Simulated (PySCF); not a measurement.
**Where the electron goes**

N-methylformamide, C₂H₅NO.
SMILES with atom numbers: `[CH3:1][NH:2][CH:3]=[O:4]` (hydrogens: H5, H6, H7 on C1; H8 on N2; H9 on C3)

Structure used (GFN2-xTB), in Å, numbered top down from 1:
```xyz
9
C2H5NO angstrom
C     -1.1003   -0.1413   -0.0034
N      0.1788    0.5255   -0.0587
C      1.3422   -0.1431    0.0332
O      1.4559   -1.3349    0.1671
H     -1.6887    0.2209    0.8413
H     -0.9050   -1.2051    0.1201
H     -1.6612    0.0192   -0.9258
H      0.1802    1.5264   -0.1689
H      2.2116    0.5384   -0.0301
```

Computed with TDDFT wB97X-D/def2-SVPD, vertical, gas phase, core orbitals frozen in the response (PySCF 2.14.0, density-fitted response routines).

Frontier orbitals with the atoms that hold most of them (Löwdin shares over 4%, at most four atoms; ? is withheld):

```json
{"orbital": "LUMO+2", "ε (eV)": "2.95", "atoms": "C1 23%, H8 13%, H9 13%, H7 11%"}
{"orbital": "LUMO+1", "ε (eV)": "2.53", "atoms": "C3 40%, O4 28%, N2 17%, H9 9%"}
{"orbital": "LUMO", "ε (eV)": "2.15", "atoms": "?"}
{"orbital": "HOMO", "ε (eV)": "-9.51", "atoms": "N2 40%, O4 33%, C3 10%, C1 7%"}
{"orbital": "HOMO-1", "ε (eV)": "-9.51", "atoms": "O4 64%, C3 14%, N2 10%, H9 7%"}
{"orbital": "HOMO-2", "ε (eV)": "-13.05", "atoms": "O4 36%, C3 23%, C1 16%, N2 9%"}
{"orbital": "HOMO-3", "ε (eV)": "-13.16", "atoms": "C1 36%, H6 20%, O4 13%, N2 12%"}
```

Question: Give the leading atoms of the LUMO.

Answer: C3 (bonded to N, O and H) 23%; C1 (bonded to N and 3 H) 22%; H8 (bonded to N) 21%; N2 (bonded to 2 C and H) 9%. By element: carbon 45%, hydrogen 21% or more, nitrogen 9%.

Within 0.005 eV of a neighbour in this list lie HOMO-1/HOMO (point group found: Cs); within a degenerate set the shares of single atoms can hang on how the components are chosen.

Question: How does S1 compare with the orbital gap of 11.66 eV?

Answer: S1 is at 5.90 eV (f = 0.0012), 5.76 eV below the gap, made of HOMO-1→LUMO+1 (87%), HOMO→LUMO+1 (12%). Its leading pair isn't HOMO and LUMO; the energies of that pair differ by 12.04 eV. Without the coupling terms of the response equations the lowest excitation would equal the gap.

Next come S2 at 7.11 eV (f 0.0001), HOMO→LUMO (82%), HOMO-1→LUMO (11%); S3 at 7.40 eV (f 0.073), HOMO-1→LUMO (44%), HOMO→LUMO+1 (38%); S4 at 7.84 eV (f 0.230), HOMO→LUMO+1 (44%), HOMO-1→LUMO (30%); S5 at 8.21 eV (f 0.024), HOMO→LUMO+2 (79%), HOMO-1→LUMO+2 (10%).

Löwdin shares depend on the basis, the more so with diffuse functions.

On an Arm Neoverse V2 with one thread, no GPU, shared host, this took 7.3 s wall.

One conformer stands for the species.
